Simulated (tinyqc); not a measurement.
Worked calculation: Pariser-Parr-Pople SCF with singles CI, for the molecule Oc1ccc[nH]1 (SMILES; centres numbered as the heavy atoms are written). One step of it, computed by the program tinyqc.

Question. Iteration 1: orbitals and new P. Diagonalise F (the basis is taken as orthonormal) and form P = 2 sum c c over the lowest orbitals; 0.3 of the old P is kept.

F (eV), lower triangle:
```
           1O         2C         3C         4C         5C         6N
1O  -8.293116
2C  -3.695041  -4.507381
3C   0.659519  -4.041779  -2.589628
4C  -0.159661   0.422111  -4.026173  -2.236636
5C  -0.186559   0.438660   0.634950  -4.280667  -3.688044
6N   0.679937  -4.003721   0.268336   0.668425  -3.990009  -8.522218
```

pi electrons, sum of z_r less the charge = 8

P at the start, lower triangle:
```
           1O         2C         3C         4C        5C        6N
1O   1.765984
2C   0.452695   1.124077
3C  -0.302720   0.593168   1.321739
4C   0.098281  -0.202269   0.587404   1.219716
5C   0.114838  -0.210199  -0.304292   0.678860  1.228283
6N  -0.306347   0.585429  -0.123929  -0.308639  0.580579  1.340201
```

Give: orbital energies; P after iteration 1.

Answer.

orbital energies (eV): -13.003  -9.986  -7.477  -5.969  2.213  4.385

P after iteration 1, lower triangle:
```
        1O      2C      3C      4C     5C     6N
1O   1.818
2C   0.397   1.126
3C  -0.286   0.652   1.212
4C   0.046  -0.128   0.600   1.119
5C   0.152  -0.314  -0.213   0.720  1.203
6N  -0.245   0.524  -0.175  -0.283  0.511  1.522
```
